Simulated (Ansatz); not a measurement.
in.yaml

```yaml
crystal:
  periodic: [false, false, false]
  atoms:
    - {symbol: Ge, position_ang: [-0.041595, 0.000000, 0.000000]}
    - {symbol: H, position_ang: [-0.553045, 1.446599, 0.000000]}
    - {symbol: H, position_ang: [-0.553045, -0.723300, 1.252791]}
    - {symbol: H, position_ang: [-0.553045, -0.723299, -1.252792]}
    - {symbol: H, position_ang: [1.770405, 0.000000, 0.000000]}
    - {symbol: H, position_ang: [2.886405, 0.000000, 0.000000]}
basis:
  gaussian: {orbitals: cc-pVDZ}
magnetization: {spin_polarized: true, initial_magnetization: 1}
correlation: {method: ccsdt_q, electrons: outside_noble_gas}
```

```sh
$ ansatz run in.yaml --threads 1 --pin off --events-out ev --progress --plain --max-ram 2816MiB --backend cpu
```

Output:

```
1004 factors; integrals over basis functions are off by at most 2.7e-7 eV
mean field evaluation 1: about -56547.6922 eV, gradient 7.4e0 eV
mean field evaluation 2: about -56547.7064 eV, gradient 7.5e0 eV
mean field evaluation 4: about -56548.5194 eV, gradient 1.4e0 eV
mean field evaluation 8: about -56548.5729 eV, gradient 4.7e-3 eV
mean field evaluation 16: about -56548.5535 eV, gradient 2.1e-1 eV
mean field -56548.57286312 eV, -2078.1217227202 hartree, gradient 7.4e-6 eV, S^2 0.795958; 0 other end points of the search recorded, 0 dependent functions left out
14 core orbitals not correlated: weight in the atoms' cores, before any rotation towards them, 0.999 or more for the frozen orbitals, at most 0.000 for the correlated occupied ones
reference -56548.57286312 eV, -2078.1217227202 hartree; 5, 4 occupied and 33, 34 virtual orbitals, 1004 factors
second order -3.26633908 eV of doubles, -0.00000000 eV of singles
cycle   1  -3.91719471 eV  change   -6.5e-1 eV  update   6.7e-2
cycle   2  -4.27896617 eV  change   -3.6e-1 eV  update   3.2e-2
cycle   3  -4.31516603 eV  change   -3.6e-2 eV  update   1.3e-2
cycle   4  -4.32633728 eV  change   -1.1e-2 eV  update   6.5e-3
cycle   5  -4.32664085 eV  change   -3.0e-4 eV  update   2.6e-3
cycle   6  -4.32714734 eV  change   -5.1e-4 eV  update   1.1e-3
cycle   7  -4.32806768 eV  change   -9.2e-4 eV  update   4.6e-4
cycle   8  -4.32812493 eV  change   -5.7e-5 eV  update   1.9e-4
cycle   9  -4.32798345 eV  change    1.4e-4 eV  update   7.7e-5
cycle  10  -4.32797807 eV  change    5.4e-6 eV  update   2.4e-5
cycle  11  -4.32798598 eV  change   -7.9e-6 eV  update   8.4e-6
cycle  12  -4.32798690 eV  change   -9.3e-7 eV  update   2.7e-6
cycle  13  -4.32798802 eV  change   -1.1e-6 eV  update   1.1e-6
perturbative correction -0.00232664 eV, -0.0000855023 hartree
Total energy: -56552.90317777 eV, -2078.2808588487 hartree
```

Ran on 1 thread of AMD EPYC 7R13, shared host: 12 s wall, 0.33 GiB peak host memory.
